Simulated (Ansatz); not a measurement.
## Ansatz (development build ahead of 0.2.0) run

```yaml
crystal:
  periodic: [false, false, false]
  atoms:
    - { symbol: H, position_ang: [-0.02461, 0.00192, 1.51726] }
    - { symbol: C, position_ang: [0.04953, -0.00429, 0.37301] }
    - { symbol: C, position_ang: [1.43339, -0.04564, -0.0959] }
    - { symbol: C, position_ang: [-0.73286, 1.29812, -0.06387] }
    - { symbol: C, position_ang: [-0.7744, -1.27393, -0.09] }
    - { symbol: H, position_ang: [1.48396, -0.01544, -1.1608] }
    - { symbol: H, position_ang: [1.955, 0.86854, 0.24302] }
    - { symbol: H, position_ang: [1.96963, -0.92089, 0.23663] }
    - { symbol: H, position_ang: [-0.7231, 1.31415, -1.1602] }
    - { symbol: H, position_ang: [-1.75394, 1.32911, 0.26277] }
    - { symbol: H, position_ang: [-0.25, 2.17811, 0.31118] }
    - { symbol: H, position_ang: [-0.76048, -1.30329, -1.147] }
    - { symbol: H, position_ang: [-0.26295, -2.16434, 0.23484] }
    - { symbol: H, position_ang: [-1.79762, -1.31384, 0.24602] }
basis:
  gaussian: { orbitals: cc-pVDZ }
hamiltonian:
  xc: hf
correlation:
  method: mp2
  frozen_orbitals: { C: 1, H: 0 }
```

The input is written out in the form of the current development build from the run's settings.

The run gave:

```
Converged                       : yes
Reference energy                : -157.29787 hartree
Correlation energy              : -0.59005 hartree
Total energy                    : -157.88792 hartree
Spin squared of the determinant : 0.000
```
